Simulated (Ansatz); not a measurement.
# BSiH₅ (singlet): the correlation ladder at distance B1–H4 along a hydrogen transfer = 1.369 Å, cc-pVTZ

An exercise on one series of results from a longer session: the logs are not shown, and one member is left open.

Computed with Ansatz 0.2.0, Gaussian basis. Level: cc-pVTZ, core rule «outside noble gas», up to 6 orbitals frozen.

The runs, in order: UHF; CCSD(T) on RHF; CCSD(T) on UHF; BCCD(T) on RHF; CCSDT(Q) on RHF.

## What is computed

The geometry derives from fragments relaxed apart (PBE0/def2-TZVP) and kept rigid, so it is no stationary point. A hydrogen atom is moved between rigid fragments.

7 atoms, charge 0, spin multiplicity 1.

Atoms are counted from 1 here; the program's logs count them from 0.

Bond lengths: B1–H2 1.193 Å, B1–H3 1.193 Å, B1–H4 1.369 Å, H4–Si5 1.674 Å, Si5–H6 1.526 Å, Si5–H7 1.526 Å. Angles: H2–B1–H3 120.0°, H2–B1–H4 120.0°, H3–B1–H4 120.0°, B1–H4–Si5 180.0°, H4–Si5–H6 113.7°, H4–Si5–H7 113.7°, H6–Si5–H7 91.2°.

The first run:

in.yaml reads:

```yaml
crystal:
  periodic: [false, false, false]
  atoms:
    - {symbol: B, position_ang: [-2.116922, 0.040114, 0.000000]}
    - {symbol: H, position_ang: [-2.713655, 1.073685, 0.000000]}
    - {symbol: H, position_ang: [-2.713656, -0.993457, 0.000000]}
    - {symbol: H, position_ang: [-0.747922, 0.040114, 0.000000]}
    - {symbol: Si, position_ang: [0.926078, 0.040114, 0.000000]}
    - {symbol: H, position_ang: [1.538258, -0.834170, 1.090012]}
    - {symbol: H, position_ang: [1.538258, -0.834170, -1.090012]}
basis:
  gaussian: {orbitals: cc-pVTZ}
magnetization: {spin_polarized: true, initial_magnetization: 0}
hamiltonian: {xc: hf}
output: {orbitals: {seedname: orbitals}}
```

The run is started by

```
> ansatz run in.yaml --threads 1 --pin off --events-out ev --progress --plain --max-ram 2816MiB --backend cpu
```

Steps of the session up to this table: UHF; CCSD(T) on RHF; CCSD(T) on UHF; BCCD(T) on RHF; CCSDT(Q) on RHF.

One table of the session follows, with a row left open; its other results are not shown here.

It belongs to the step «Misses and costs». 

| method | from RCCSDT(Q) (meV) |
| --- | --- |
| RHF | ? |
| UHF | +7986.9 |
| RMP2 | +1561.3 |
| RCCSD | +299.9 |
| RCCSD(T) | +52.5 |
| BCCD(T) | +51.9 |
| RCCSDT | +11.4 |
| RCCSDT(Q) | 0 |

**Question.** Estimate the row for RHF.

The run gave: from RCCSDT(Q) (meV): +8022.2. In the column «from RCCSDT(Q) (meV)» it is the highest.

Not comparable, so not listed: CCSD(T) on UHF (they don't share determinant, frozen orbitals or solution with the rows shown, or repeat one).

To keep in mind: Warnings: restricted reference is unstable; spin contamination.
